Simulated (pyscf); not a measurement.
## Multi-bond step: H₃C–OH (SMILES CO) + ZnH₂ (SMILES [ZnH2]) → CH₄ (SMILES C) + HO–ZnH (SMILES [OH][ZnH])

Gas phase, singlet surface, charge 0. Bonds broken: C1–O7, Zn2–H8, O7–H9. Bonds formed: C1–H9, Zn2–O7, O7–H8. PySCF, gas phase, ωB97X-D3(BJ)/def2-SVP geometries.

Transition state (Å):

```xyz
9

C     -1.0912    -0.3008    -0.9502
Zn     0.7933    -0.5197     2.0505
H     -1.0961     0.4767    -1.7325
H     -2.0856    -0.7164    -0.7751
H     -0.3197    -1.0568    -1.1208
H      2.1252    -1.2955     1.9271
O     -0.7247     0.1198     0.9841
H     -0.4804     0.3304     2.6694
H     -0.7122     0.5761    -0.0382
```

One imaginary mode, 1375i cm⁻¹; descent along it reached the two sides named, in the forms told below.

```csv
bond,change,reactant side (Å),saddle,product side
C1–O7,breaks,1.424,2.013,3.3
Zn2–H8,breaks,1.570,1.652,2.398
O7–H9,breaks,0.964,1.120,2.279
C1–H9,forms,1.984,1.321,1.101
Zn2–O7,forms,2.184,1.962,1.782
O7–H8,forms,2.9,1.716,0.961
```

Electronic energies relative to the separated reactants (kcal/mol):

```
level                   barrier  reaction energy  reverse barrier
----------------------  -------  ---------------  ---------------
ωB97X-D3(BJ)/def2-TZVP     82.8            -35.9            118.7
PBE/def2-TZVP              62.4            -35.9             98.3
r²SCAN/def2-TZVP           66.0            -37.6            103.5
B3LYP-D3(BJ)/def2-TZVP     72.5            -36.0            108.5
PBE0-D3(BJ)/def2-TZVP      74.5            -35.0            109.5
M06-2X/def2-TZVP           80.3            -36.8            117.1
ωB97M-D3(BJ)/def2-TZVP     81.1            -35.3            116.4
HF/def2-TZVP              107.5            -33.2            140.8
```

With ωB97M-D3(BJ)/def2-TZVP energies and thermal terms (ideal gas, 1 atm, RRHO with modes under 100 cm⁻¹ raised to 100, one conformer, R ln 2 for chiral ones without a mode under 150 cm⁻¹), in kcal/mol:

| T (K) | ΔH‡ | ΔG‡ | ΔH | ΔG |
|---|---|---|---|---|
| 298 | 77.0 | 85.5 | -34.8 | -34.8 |
| 600 | 77.9 | 93.8 | -34.6 | -34.9 |
| 900 | 78.8 | 101.5 | -34.8 | -35.0 |
| 1200 | 79.6 | 109.0 | -35.2 | -34.9 |

On the reactant side the descent ends in an adduct with a O–Zn contact (not fully relaxed), 10.4 kcal/mol under the separated species and 93.2 kcal/mol under the saddle at ωB97X-D3(BJ)/def2-TZVP. What is counted as formed (O–Zn) is already present as a longer contact in the reactant adduct; forming that adduct is a step of its own. This saddle turned up in a search for another step; its sides and bond changes are read from the two ends of the descent. The same reactants have a lower exit, to H₃C–O–ZnH + H₂ (barrier +17.1 kcal/mol at ωB97M-D3(BJ)/def2-TZVP, against +81.1 kcal/mol here). Another saddle between the same species, by other bonds, lies lower (57.5 kcal/mol against 81.1 kcal/mol at ωB97M-D3(BJ)/def2-TZVP). Elements up to Kr have no core potential and no relativistic terms here.
